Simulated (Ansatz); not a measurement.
Consider the isomerisation: `C=C(F)SC` → `C=CC(F)S`.

Computed with Ansatz on PBE0-D4/def2-TZVP structures; ΔE is electronic, products minus reactants. CCSD(T)/CBS is the MP2 limit (def2-TZVPP, def2-QZVPP) plus CCSD(T) − MP2 in def2-TZVPP, frozen cores. Functionals use def2-TZVPP. Each species was taken in one conformer, which may not be the lowest.

(1) Is it downhill or uphill in electronic energy at CCSD(T)/CBS, and by how much? (Estimate.)

(2) What do these levels give: ωB97M-V, B2PLYP, r2SCAN, CCSD(T)/def2-TZVPP, SCS-MP2/def2-QZVPP, CCSD/CBS(def2)? (Best estimate.)

Largest T1 diagnostic among the species: 0.012.

Results:

(1) The calculation gave: Nearly level: ΔE = -2.0 kJ/mol.

(2) Computed: ωB97M-V 1.3, B2PLYP 2.4, r2SCAN 8.2, CCSD(T)/def2-TZVPP -3.3, SCS-MP2/def2-QZVPP -0.4, CCSD/CBS(def2) -3.9 kJ/mol.

From PBE to PBE0 (25 % exact exchange), in def2-TZVPP and without D4, ΔE moves by −4.1 kJ/mol. In def2-TZVPP, CCSD(T) changes the Hartree–Fock value by +3.8 kJ/mol (the triples alone add +1.9 kJ/mol) and MP2 by +7.7 kJ/mol.
